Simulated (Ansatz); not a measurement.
# Nb, pressure series

The reference is Nb in the bcc (W type) structure (space group Im-3m, No. 229).

```
CELL_PARAMETERS angstrom
     -1.63612     1.63612     1.63612
      1.63612    -1.63612     1.63612
      1.63612     1.63612    -1.63612
ATOMIC_POSITIONS crystal
  Nb 0.00000 0.00000 0.00000
```

Cell and atoms are relaxed at each pressure.

Level of theory: plane-wave PAW DFT at the PBEsol level (Ansatz, a quantum-chemistry and plane-wave program, 420 eV), no SOC.

```tsv
pressure (GPa)	volume per atom (Å³/atom)
-2	17.717
0	17.519
0.3	17.490
0.7	17.453
1.5	17.379
3	17.243
5	?
7.5	16.865
10	16.671
```

Q: Fit the third-order Birch–Murnaghan form P(V) = (3B₀/2)[(V₀/V)^(7/3) − (V₀/V)^(5/3)]·[1 + (3/4)(B₀′ − 4)((V₀/V)^(2/3) − 1)] (squares taken in P) to the rows shown and predict the withheld row.

A: Least squares on the printed values gives V₀ = 17.519 Å³/atom, B₀ = 183 GPa, B₀′ = 3.9; this predicts 17.070 Å³/atom, and the run gives 17.070 Å³/atom, in agreement.

Measured bulk modulus of Nb: 173.2 GPa (static lattice; corrected from measurement; as listed in Daniel Mejia-Rodriguez, S. B. Trickey, Phys. Rev. B (2018)); the computed value is 6 % above it.

Load acts through the strain it causes; cell and atoms are relaxed under it. Whether these cells are dynamically stable was not tested. Competing high-pressure phases were not computed. The base started in P-1 and relaxed to Im-3m at this level. The final runs are not spin-polarised.
